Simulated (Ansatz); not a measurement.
Other spins and charges of H2O, singlet at one geometry

Geometry (PBE0/def2-TZVP stationary point for this spin, not checked as a minimum):

```xyz
3

O     0.0000   -0.0653    0.0000
H     0.0000    0.5184   -0.7615
H     0.0000    0.5184    0.7615
```

Basis cc-pVDZ; Ansatz 0.2.0. Only valence electrons are correlated (noble-gas cores frozen). Prefix R: restricted or restricted open-shell reference; prefix U: unrestricted. Active spaces: valence = (8e, 6o) chosen from the atoms' valence shells.

Gaps are energies of the second state less the first, at fixed atoms, for a selection of the levels run; each method lands on the state that its own search finds for that charge and spin.

Removing an electron, to the doublet: 11.949 eV at full CI (singlet A1, doublet ion B1, in C2v).

```csv
level,gap (eV),error (meV)
UHF,10.733,-1216
UMP2,12.111,162
UCCSD,11.918,-31
RCCSD(T),11.944,-5
BCCD(T),11.944,-5
RCCSDT,11.942,-7
MRCISD+Q (valence space),11.942,-7
r2SCAN,12.184,235
PBE0,12.195,246
RPA-PBE,12.037,88
```

Triplet less singlet: 7.548 eV at UCCSDT(Q).

```tsv
level	gap (eV)	error (meV)
RHF	6.839	-709
UHF	6.694	-854
RMP2	7.713	165
UMP2	7.730	182
CISD	7.469	-79
RCCSD	7.542	-6
UCCSD	7.539	-9
RCCSD(T)	7.546	-2
UCCSD(T)	7.545	-3
BCCD(T)	7.546	-2
RCCSDT	7.542	-6
UCCSDT	7.542	-6
RCCSDT(Q)	7.549	1
CASSCF (valence space)	7.712	164
NEVPT2 (valence space)	7.606	58
MRCISD (valence space)	7.571	23
MRCISD+Q (valence space)	7.546	-2
PBE	7.405	-143
r2SCAN	7.387	-161
PBE0	7.414	-134
B3LYP	7.398	-150
wB97M-V	7.574	26
B2PLYP	7.499	-49
RPA-PBE	7.373	-175
```

In so small a basis the reference is far from its limit while semilocal and hybrid functionals are nearer theirs (RPA and double hybrids share much of the reference's basis error), so the functionals' errors here hold much of the reference's basis and frozen-core error, which can add to them or hide them.

The reference is named with each gap: full CI where it ran, else the highest cluster level, uncertain by about the last step of the series. The frozen core follows each run's orbitals, which can shift R against U totals by a few meV.
